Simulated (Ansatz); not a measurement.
AsH₃⁺, doublet: reading a ladder of total energies

Geometry: a point of a stretch scan, not a stationary point.

```xyz
4

As    0.0034   -0.0057   -0.0181
H     1.4395    0.0081    0.4040
H    -0.9860    1.6690    0.5415
H    -0.7051   -1.2569    0.3979
```

Basis cc-pVDZ; Ansatz 0.2.0. Only valence electrons are correlated (noble-gas cores and the filled d shells of p-block atoms frozen), which leaves 7 electrons in 28 orbitals. R marks a restricted (for open shells ROHF) determinant. No spin–orbit coupling is included, and no scalar relativity.

Full CI is exact within this basis and frozen core; it isn't the basis-set limit.

RCCSD has a T1 diagnostic of 0.016 and a largest doubles amplitude of 0.10.

Runs differ by some tens of microhartree through their thresholds and, for an open shell, their frozen cores, so steps under 0.03 kcal/mol mean nothing.

```csv
level,total energy (hartree)
RHF,-2235.523763
RMP2,-2235.627373
RCCSD,-2235.656753
RCCSD(T),-2235.660125
RCCSDT,-2235.661042
RCCSDT(Q),-2235.661157
RCCSDTQ,-2235.661182
full CI,-2235.661170
```

Problem. What is the correlation energy at full CI, and what share of it do RMP2 and RCCSDT recover?

Solution. E(corr) = -2235.661170 − (-2235.523763) = -0.137407 hartree = -3.739 eV. RMP2: -0.103610 / -0.137407 = 75.40 %. RCCSDT: -0.137279 / -0.137407 = 99.91 %.

Problem. By how many kcal/mol does RCCSD(T) miss full CI (1 hartree = 627.509 kcal/mol), and which steps make up the rest?

Solution. -2235.660125 − (-2235.661170) = 0.001045 hartree = 0.66 kcal/mol. Steps: RCCSDT − RCCSD(T) = -0.58, RCCSDT(Q) − RCCSDT = -0.07, RCCSDTQ − RCCSDT(Q) = -0.02, full CI − RCCSDTQ = 0.01 kcal/mol. That is within 1 kcal/mol of the reference in this basis, which itself misses far more of the correlation at the basis-set limit.
